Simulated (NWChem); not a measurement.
# Lowest excitation of CH₂

```xyz
3

C      0.0000     0.0000     0.1799
H      0.8622     0.0000    -0.5398
H     -0.8622     0.0000    -0.5398
```
Charge 0, spin multiplicity 1.

Program: NWChem. Structure: optimised with B3LYP/def2-SVP, a minimum by its harmonic frequencies.

Basis set: def2-SVPD. CR-EOMCCSD(T) is the triples correction to the same EOM-CCSD root.

The correlated methods keep 1 core orbital frozen. B3LYP has NWChem's definition, with VWN1-RPA local correlation. The structure started from a generated list of species. Coupled-cluster values serve here as a point of comparison, not as the truth.

Problem. Order these methods by the lowest vertical singlet excitation energy they give, lowest first: TDA-LDA (SVWN5), CIS, EOM-CCSD.

Solution. TDA-LDA (SVWN5) (1.55 eV), CIS (1.68 eV), EOM-CCSD (1.77 eV)
